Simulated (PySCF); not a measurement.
Working out the electron affinity of B

B⁻ [He] 2s2 2p2 (3P) → B [He] 2s2 2p1 (2P). Calculation: PySCF 2.14, in dyall-av2z (11s7p2d, 42 functions); no relativity, point nucleus. Frozen: 1s2; the 8 highest virtual orbitals dropped. Energies in hartree (1 hartree = 27.21139 eV):

| part | B⁻ (lower) | B (upper) |
| --- | --- | --- |
| UHF | -24.521252 | -24.532212 |
| MP2 opposite-spin | -0.044450 | -0.037707 |
| MP2 same-spin | -0.012840 | -0.002955 |

What does Hartree-Fock give?

(-24.532212) − (-24.521252) = -0.010960 hartree = -0.298 eV.

What do MP2 and SCS-MP2 (6/5 opposite-spin, 1/3 same-spin) give?

The opposite-spin parts differ by 0.183 eV and the same-spin parts by 0.269 eV. MP2: -0.298 + (0.183) + (0.269) = 0.154 eV. SCS-MP2: -0.298 + 1.2 × (0.183) + (0.269)/3 = 0.011 eV.

A first-order spin-orbit estimate adds -0.001 eV to MP2 (valence), giving 0.153 eV against 0.280 eV (measured; photodetachment measurements, as compiled on the Wikipedia data page of electron affinities).

A double-zeta basis recovers only part of the correlation energy.

What remains against the reference includes basis incompleteness, the frozen core and correlation beyond second order.
